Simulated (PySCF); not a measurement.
**Orbital energies and ionisation energy**

Allyl fluoride, C3H5F.
Z-matrix (Å and degrees, PBE0-D3(BJ)/def2-TZVP geometry), rows numbered from 1:
```
C 
C   1  1.3231
C   2  1.4865  1  124.88
F   3  1.3768  2  112.00  1     0.09
H   1  1.0833  2  121.12  3     0.01
H   1  1.0829  2  121.12  3  -179.99
H   2  1.0878  1  120.63  3  -179.93
H   3  1.0969  2  110.59  1   120.45
H   3  1.0969  2  110.55  1  -120.25
```

Level: wB97X-D/aug-cc-pVTZ (PySCF). Frontier orbitals with their largest atomic shares (Löwdin; up to four atoms above 4 %):

| orbital | ε (eV) | main atoms |
| --- | --- | --- |
| HOMO−3 | -12.78 | C1 28 %, F4 26 %, C2 15 %, H5 12 % |
| HOMO−2 | -12.18 | F4 53 %, C3 23 %, C2 7 %, H8 6 % |
| HOMO−1 | -11.68 | F4 26 %, C3 20 %, C2 20 %, C1 14 % |
| HOMO | -9.56 | ? |
| LUMO | 0.84 | H7 34 %, H8 19 %, H9 19 %, H6 15 % |
| LUMO+1 | 1.11 | H6 46 %, H5 16 %, H8 12 %, H9 12 % |
| LUMO+2 | 1.27 | H7 27 %, H5 25 %, H9 12 %, H8 11 % |

What vertical ionisation energy does ΔSCF give, and how far is −ε(HOMO) from it?

ΔSCF: 10.06 eV (970 kJ/mol; threshold wavelength 123 nm); ⟨S²⟩ of the doublet left behind is 0.753, against 0.75 for a pure doublet. −ε(HOMO) is 9.56 eV, 0.50 eV below it. For the exact functional −ε(HOMO) would equal the first vertical ionisation energy; wB97X-D (range-separated hybrid) falls short of its own ΔSCF value by 5 %. Holes in the HOMO−1 and HOMO−2 were tried too where these lie within 1.2 eV of the HOMO; the lowest converged state counts.

On which atoms does the HOMO lie?

C1 (terminal =CH2 carbon) 36 %, C2 (alkene CH carbon) 32 %, C3 (sp3 C–F carbon) 11 %, H6 (vinylic hydrogen) 5 %, so no atom holds as much as 40 %. The HOMO−1 lies 2.12 eV lower.

What kinetic energy would electrons from this vertical process carry with He II light (40.814 eV)?

40.81 − 10.06 = 30.75 eV.

With α = 40.3 au, estimate the like-pair dispersion coefficient by London's formula C6 = (3/4)α²I.

I = 0.3696 Eh, so C6 ≈ 450 au, a rough estimate.

What total energies stand behind the ΔSCF value?

E(N) = -217.15186 Eh and E(N − 1) = -216.78225 Eh at the same geometry, 0.36961 Eh apart.

Shift the occupied levels rigidly so that −ε(HOMO) equals the ΔSCF value. What binding energies result?

The shift is +0.50 eV: HOMO 10.06, HOMO−1 12.18, HOMO−2 12.68, HOMO−3 13.28 eV. A rigid shift is only a rough guide to the deeper ionisations.

One conformer (not necessarily the lowest) at the PBE0-D3(BJ)/def2-TZVP geometry, without solvent, vibrations or thermal averaging.

The run behind these numbers computed excited states and ΔSCF ions as well. Hardware: one thread, Arm Neoverse V1 (aarch64), shared host with 32 logical CPUs at a one-minute load of 7.6. Cost: 49 s of wall time, 1.2 GiB resident at most.

wB97X-D is run here without its empirical dispersion term; that term would change no orbital, density or response property at a fixed geometry.
